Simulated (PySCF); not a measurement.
Compound: bicarbonate, CHO3 (charge -1).
Atom-mapped SMILES: `[O:1]=[C:2]([O-:3])[OH:4]` (hydrogens: H5 on O4)

Cartesian coordinates in Å at the PBE0-D3(BJ)/def2-SVP level; atoms count from 1:
```
atom  x, y, z in Å
O1    -0.2964    1.1728   -0.4785
C2    -0.4440    0.0159   -0.0392
O3    -1.4399   -0.6881    0.1255
O4     0.7877   -0.6009    0.3460
H5     1.4099    0.1062    0.1407
```

Computed, not measured: PBE0-D3(BJ)/def2-SVP geometry optimisation, gas phase in PySCF.

Take the most abundant isotopes and a rigid rotor. The values belong to one conformer with, in the numbering `[O:1]=[C:2]([O-:3])[OH:4]`, O1–C2–O4–H 0°.

Task: What are A, B and C (MHz)?

Result: Ia = 40.54, Ib = 43.54, Ic = 84.08 u·Å²; 505379 MHz·u·Å²/I gives A = 12465, B = 11608, C = 6011 MHz.

Task: What kind of rotor is it?

Result: An asymmetric top: κ = (2 × 11608 − 12465 − 6011)/(12465 − 6011) = 0.73.

Task: Is it planar, by Δ = Ic − Ia − Ib?

Result: Planar: Δ = Ic − Ia − Ib = 0.00 u·Å². For a rigid frame Δ = −2 Σ m c², so it vanishes when all atoms lie in the ab plane; here none is more than 0.01 Å from it.

Task: List the rotational levels J(Ka,Kc) to J = 4 (cm⁻¹).

Result: Above 0(0,0):
J = 1: 1(0,1) 0.5877, 1(1,1) 0.6163, 1(1,0) 0.8030
J = 2: 2(0,2) 1.6019, 2(1,2) 1.6050, 2(1,1) 2.1651, 2(2,1) 2.2508, 2(2,0) 2.4120
J = 3: 3(0,3) 3.0069, 3(1,3) 3.0071, 3(1,2) 3.9990, 3(2,2) 4.0139, 3(2,1) 4.5332, 3(3,1) 4.7045, 3(3,0) 4.8329
J = 4: 4(0,4) 4.8115, 4(1,4) 4.8115, 4(1,3) 6.2122, 4(2,3) 6.2136, 4(2,2) 7.1848, 4(3,2) 7.2283, 4(3,1) 7.6947, 4(4,1) 7.9792, 4(4,0) 8.0734

Task: Predict some low-J microwave lines.

Result: The dipole components (about the centre of mass, as the species is charged) are |μa| = 2.42 D, |μb| = 0.57 D, |μc| = 0.00 D; the mirror of this Cs structure is the ab plane, so μc vanishes by symmetry and there are no c-type lines. Intensities carry the squares of the components, which stand as 1.00 : 0.06 (a : b). Some lines, for components of 0.1 D or more:

```tsv
type	branch	J(Ka,Kc)	MHz	lower level (cm⁻¹)
a	Q	3(3,0) ← 3(3,1)	3849	4.705
a	Q	2(2,0) ← 2(2,1)	4831	2.251
b	Q	1(1,0) ← 1(0,1)	6454	0.588
b	Q	2(2,0) ← 2(1,1)	7402	2.165
b	Q	3(3,0) ← 3(2,1)	8985	4.533
b	Q	3(2,1) ← 3(1,2)	16016	3.999
a	Q	2(1,1) ← 2(1,2)	16792	1.605
b	Q	2(1,1) ← 2(0,2)	16883	1.602
b	Q	2(2,1) ← 2(1,2)	19363	1.605
a	R	2(1,2) ← 1(1,1)	29640	0.616
b	Q	3(1,2) ← 3(0,3)	29741	3.007
b	Q	3(2,2) ← 3(1,3)	30184	3.007
b	R	3(0,3) ← 2(1,2)	42029	1.605
b	R	3(1,3) ← 2(0,2)	42127	1.602
b	R	2(2,1) ← 1(1,0)	43406	0.803
b	R	3(1,2) ← 2(2,1)	52407	2.251
a	R	3(2,2) ← 2(2,1)	52856	2.251
b	R	2(2,0) ← 1(1,1)	53835	0.616
a	R	3(1,2) ← 2(1,1)	54978	2.165
b	R	3(2,2) ← 2(1,1)	55427	2.165
b	R	3(3,1) ← 2(2,0)	68727	2.412
b	R	3(2,1) ← 2(1,2)	87786	1.605
```

Task: Estimate the classical rotational partition function at 10 K, 100 K and 298.15 K.

Result: Point group Cs, symmetry number σ = 1; q = (√π/σ)·√((kT/h)³/(ABC)), k/h = 20836.6 MHz/K: 181 at 10 K, 5720 at 100 K, 29400 at 298.15 K.

Not checked by PBE0-D3(BJ)/def2-SVP frequencies. The geometry's basis has no diffuse functions, a weakness for an anion. Zero-point vibration and centrifugal distortion are left out.

On an Arm Neoverse V2 with one thread, on a shared host, this took 4.3 s and 0.26 GiB of memory at its peak. These figures are those of the optimisation.
